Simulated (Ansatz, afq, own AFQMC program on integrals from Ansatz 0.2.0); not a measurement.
# Atomization energy of CH₄Se, singlet

```xyz
6

C    -0.1322   -0.3510   -0.3899
Se    0.8576    0.2576    1.1737
H    -1.2067   -0.4149   -0.1768
H     0.2466   -1.3563   -0.6174
H     0.0509    0.3024   -1.2522
H     0.1837    1.5622    1.2626
```

Connectivity, by distances: CH3–SeH.

Atoms in their ground-state spins without spin–orbit coupling (mostly on UHF) minus the molecule (RHF), without zero-point energy. The geometry is a stationary point, not shown to be a minimum.

Basis def2-TZVP. Noble-gas cores (and the filled d shells of Ga–Kr and In–Xe) are frozen. AFQMC by an in-house program on the Cholesky factors that Ansatz 0.2.0 writes for its CCSD(T) run. ph-AFQMC/CISD is guided by a CISD state made of CCSD amplitudes; releasing the constraint for a short imaginary time cuts its bias at the price of noise, slowly where states lie close. Uncertainties: one standard error, sampling alone. No spin–orbit coupling. The errors of all members are added in quadrature.

No full CI on the walks' own integrals is used here; CCSDT(Q) serves as the reference and is uncertain by about the last step of the cluster series. Each member takes its own surest rung, up to full CI.

The best estimate is CCSD(T) at the basis-set limit (CBS: def2-TZVPP and def2-QZVPP, with their diffuse functions for anions and beside diffuse sets, CCSD(T) itself extrapolated) plus the step from CCSD(T) to CCSDT(Q) in def2-TZVP. Rows without CBS are in def2-TZVP; B2PLYP and the wave-function rows carry a basis error of their own. Core correlation and relativity beyond core potentials are missing, and ± holds the sampling alone.

Cautions: inner d shell frozen; no relativity below Rb; no spin-orbit coupling; other spins of the molecule weren't checked.

Best estimate: 1907.4 kJ/mol.

| level | atomization energy (kJ/mol) | error against the best estimate (kJ/mol) |
| --- | --- | --- |
| HF | 1391.1 | -516.3 |
| MP2 | 1825.1 | -82.2 |
| CCSD | 1810.8 | -96.6 |
| CCSD(T) | 1831.9 | -75.5 |
| CCSDT | 1831.1 | -76.3 |
| CCSDT(Q) | 1832.4 | -75.0 |
| ph-AFQMC/CISD | 1833.2 ± 0.5 | -74.1 ± 0.5 |
| released AFQMC | 1833.0 ± 0.5 | -74.4 ± 0.5 |
| HF/CBS | 1396.1 | -511.2 |
| MP2/CBS | 1905.0 | -2.3 |
| CCSD(T)/CBS | 1906.9 | -0.4 |
| PBE | 1923.6 | 16.2 |
| r2SCAN | 1907.8 | 0.4 |
| PBE0 | 1899.8 | -7.6 |
| B3LYP | 1896.9 | -10.5 |
| wB97M-V | 1902.1 | -5.2 |
| B2PLYP | 1874.1 | -33.3 |

Correlation beyond CCSD(T) adds 0.4 kJ/mol. Going to the basis-set limit adds 75.0 kJ/mol at CCSD(T). The perturbative (T) step is worth +21.1 kJ/mol.

Best estimates are given only where the step beyond CCSD(T) is under 0.3 eV and no member's determinant is very poor (T1 over 0.05, or 0.07 for open shells, ⟨S²⟩ too high by 0.3, two states mixed), so the hardest cases are missing from such tables.

The functionals ran in a triple-zeta set and keep a basis error of their own, a few kJ/mol for each bond in atomization energies and more for double hybrids, so close places among them and the extrapolated levels can swap.

CCSDT and higher add their correlation energy to the determinant of the CCSD(T) run, since their own runs factorise the integrals more tightly (a shift of under 2 meV). Each member of a difference takes its own highest rung, so a best estimate needn't equal the limit plus the step of one row. Released energies are given only where the last usable release times agree within the noise; a slower fall can still hide under it.
